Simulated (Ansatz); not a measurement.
Two isomers of C3H5ClO: A = `CC(Cl)C=O`, B = `ClCC1CO1`.

Calculated with Ansatz (gas phase, PBE0-D4/def2-TZVP geometries, no zero-point term in ΔE). CCSD(T)/CBS is the MP2 limit (def2-TZVPP, def2-QZVPP) plus CCSD(T) − MP2 in def2-TZVPP, frozen cores. DFT in def2-TZVPP. B3LYP here is the variant with VWN-RPA as its local correlation; programs differ in this. One conformer a species, not always the lowest.

**Question.** Which isomer does CCSD(T)/CBS put lower? Give the gap. (Best estimate.)

**Answer.** Ansatz gave: A, by 95.7 kJ/mol.

**Question.** Give E(B) − E(A) in kJ/mol with PBE0-D4, B3LYP-D4, CCSD(T)/def2-SVP, CCSD/def2-TZVPP, HF/def2-TZVPP, BLYP-D4, B3LYP. (Best estimate.)

**Answer.** Ansatz gave: PBE0-D4 85.1, B3LYP-D4 101.7, CCSD(T)/def2-SVP 114.2, CCSD/def2-TZVPP 96.3, HF/def2-TZVPP 108.5, BLYP-D4 106.5, B3LYP 99.5. None reverses the order clearly.

**Question.** Does the order hold for the free energy at 298.15 K (harmonic terms from PBE0-D4)? (Best estimate.)

**Answer.** The calculation gave: Yes: G(B) − G(A) = +102.2 kJ/mol, for one conformer each.

Largest T1 diagnostic: 0.013.

At CCSD(T), def2-SVP lies +18.5 kJ/mol from the extrapolated value and def2-TZVPP +1.3 kJ/mol. From PBE to PBE0 (25 % exact exchange), in def2-TZVPP and without D4, E(B) − E(A) moves by −3.1 kJ/mol.
